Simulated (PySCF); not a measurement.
From one molecule to another.

First species: CH₆OSi.
SMILES: `C[SiH2]O`

Second species: COS.
SMILES: `O=C=S`

Levels: PBE0/def2-SVPD for dipole moment, HOMO energy, LUMO energy, HOMO–LUMO gap, static isotropic polarisability and electronic spatial extent ⟨r²⟩ about the centre of nuclear charge; TDDFT PBE0/def2-SVPD for lowest singlet excitation; PBE0-D3(BJ)/def2-SVP for smallest rotational constant. Geometries: PBE0-D3(BJ)/def2-SVP. Each species is one conformer at its optimised geometry, gas phase, non-relativistic unless stated. Electronic properties by PySCF.

Dipoles, sizes and rotational constants follow the conformer. The torsions of the flexible species, by atom-mapped SMILES:
- `[CH3:1][SiH2:2][OH:3]`: H–O3–Si2–C1 67°

```json
{"property": "dipole moment", "column X": "1.72 D", "column Y": "0.72 D"}
{"property": "HOMO energy", "column X": "-8.46 eV", "column Y": "-8.80 eV"}
{"property": "LUMO energy", "column X": "0.17 eV", "column Y": "-1.02 eV"}
{"property": "HOMO–LUMO gap", "column X": "8.63 eV", "column Y": "7.78 eV"}
{"property": "lowest singlet excitation", "column X": "7.17 eV", "column Y": "5.64 eV"}
{"property": "static isotropic polarisability", "column X": "44.9 au", "column Y": "33.6 au"}
{"property": "electronic spatial extent ⟨r²⟩ about the centre of nuclear charge", "column X": "286 bohr²", "column Y": "202 bohr²"}
{"property": "smallest rotational constant", "column X": "5.338 GHz", "column Y": "6.086 GHz"}
```

(1) Which column belongs to which species?

(2) How does each property change from the first species to the second?

Answers

(1) Column X is the first species and column Y the second. The first has 9 atoms and 34 electrons, the second 3 and 30.

(2) dipole moment -1.00 D; HOMO energy -0.34 eV; LUMO energy -1.19 eV; HOMO–LUMO gap -0.85 eV; lowest singlet excitation -1.53 eV; static isotropic polarisability -11.3 au; electronic spatial extent ⟨r²⟩ about the centre of nuclear charge -84 bohr²; smallest rotational constant +0.748 GHz.

On the first: The dipole matches unit charges of opposite sign 0.36 Å apart (1 e·Å = 4.8032 D). The 10 singlets span 7.17 to 9.40 eV, and their oscillator strengths add up to 0.44.

On the second: The dipole matches unit charges of opposite sign 0.15 Å apart (1 e·Å = 4.8032 D). The polarisability is 4.97 Å³ as a volume (1 au = 0.148185 Å³), or 1.12 au for each of the 30 electrons.
